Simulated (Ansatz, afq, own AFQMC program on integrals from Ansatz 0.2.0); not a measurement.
Integrals from Ansatz 0.2.0, then the random walk in our own AFQMC program (afq).

```yaml
crystal:
  periodic: [false, false, false]
  atoms:
    - {symbol: N, position_ang: [-0.509226, 2.015595, -0.569100]}
    - {symbol: Y, position_ang: [-0.714707, -0.534224, -0.109775]}
    - {symbol: O, position_ang: [-0.906152, -2.503021, 0.205453]}
    - {symbol: H, position_ang: [-1.014747, 2.558821, -1.285710]}
    - {symbol: H, position_ang: [0.091024, 2.693001, -0.073977]}
    - {symbol: H, position_ang: [-1.001962, -3.443222, 0.346879]}
basis:
  gaussian: {orbitals: def2-TZVP}
magnetization: {spin_polarized: true, initial_magnetization: 3}
correlation: {method: ccsd_t, electrons: outside_noble_gas, hamiltonian_folder: ham}
```

```sh
$ ansatz run in.yaml --threads 1 --pin off --events-out ev --progress --plain --max-ram 16896MiB --backend cuda --devices 0, --max-vram 18GiB
```

Options of the walk:

```
--method free --trial cisd --walkers 1000 --time-step 0.03 --max-blocks 4000 --target-error 0.00048 --factor-cut 1e-05 --seed 2739 --times 0,0.21,0.42,0.81,1.2,1.8,2.4,3 --taylor-order 8
```

Times are imaginary, in 1/Eh. The walk had a cap of 179 s. Core potentials past Kr, no spin–orbit coupling.

Output of the walk:

```
orbitals 114  electrons 10 7  factors 865 of 910
reference energy -168.97513803 Eh
CCSD correlation -0.47903519 Eh in 21 cycles, weight of the determinant in the CISD state 0.8636
repeat  energy at the last time / Eh  error
    10  -169.470780  0.002427
    20  -169.471543  0.001469
    30  -169.471785  0.001238
time / (1/Eh)  energy / Eh  error  mean overlap
  0.00  -169.454298  0.000193  1.1579
  0.21  -169.464571  0.000178  1.1564
  0.42  -169.467632  0.000194  1.1582
  0.81  -169.469528  0.000234  1.1652
  1.20  -169.470273  0.000332  1.1666
  1.80  -169.471255  0.000497  1.1624
  2.40  -169.470994  0.000602  1.1473
  3.00  -169.471943  0.001183  1.1127
energy -169.471943 +/- 0.001183 Eh
```

The run passed its tests (error under three times the target), which doesn't prove that it has relaxed, ending at its cap on processor time.

Against this walk (error 32.2 meV) on the same determinant: CCSD(T) 52.3 meV higher (within the noise). The error is statistical, and a free projection of finite length keeps a remainder of its start. None of these is a sure reference here.

Cautions: remainder of the start not in the error; error above the target (32.2 against 13.1 meV); no spin-orbit coupling; outer-core shells of the metal frozen; higher spins were not checked.

The walk took 3 min on 1 × NVIDIA H100 80GB HBM3 with 2 threads of AMD EPYC 7R13 Processor (Zen 3) (shared host) (the card was shared). The log's last line is the free-projection energy.
